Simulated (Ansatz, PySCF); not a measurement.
Gas-phase reaction in SMILES: N[Si](O)(O)O + 4 [H][H] (H2) → N (NH3) + 3 O (H2O) + [SiH4] (SiH4)

Wanted: energy of full hydrogenation (electronic), in kcal/mol. Conventions: valence correlation only; no dispersion term unless named; six Cartesian d functions in 6-31G* and its kin unless marked 5d; spin-orbit terms left out; non-relativistic. CBS marks a two-point X^-3 extrapolation of the correlation energy; Hartree-Fock from the larger set. First-principles rows: single points at B3LYP-D3(BJ) geometries (Ansatz, a first-principles code).

```csv
species,coefficient,"E at M06-2X/6-31G* (5d) (PySCF), Eh","E at PBE/def2-TZVPD (Ansatz), Eh"
N[Si](O)(O)O,-1,-572.93068,-572.81018
[H][H] (H2),-4,-1.16368,-1.16589
N (NH3),+1,-56.51214,-56.51037
O (H2O),+3,-76.37220,-76.38111
[SiH4] (SiH4),+1,-291.81760,-291.72111
```

Coupled cluster (Ansatz) is a level with limits of its own, used here on species with T1 under 0.025 (0.045 for open shells) and stable references: CCSD(T)/CBS(cc-pV(T+d)Z,cc-pV(Q+d)Z). Value to compare with, CCSD(T)/CBS(cc-pV(T+d)Z,cc-pV(Q+d)Z) (Ansatz): 75.6 kcal/mol. 1 Eh = 627.5095 kcal/mol.

Problem. Compute it at each level from the table, and compare with CCSD(T)/CBS(cc-pV(T+d)Z,cc-pV(Q+d)Z) (Ansatz).

Solution. 
- M06-2X/6-31G* (5d): the sum of coefficient times E is 0.13906 Eh, or 87.26 kcal/mol. Result: 87.3 kcal/mol. Its difference against CCSD(T)/CBS(cc-pV(T+d)Z,cc-pV(Q+d)Z) (Ansatz) is 11.7 kcal/mol.
- PBE/def2-TZVPD: the sum of coefficient times E is 0.09893 Eh, or 62.08 kcal/mol. Result: 62.1 kcal/mol. Its difference against CCSD(T)/CBS(cc-pV(T+d)Z,cc-pV(Q+d)Z) (Ansatz) is -13.5 kcal/mol.
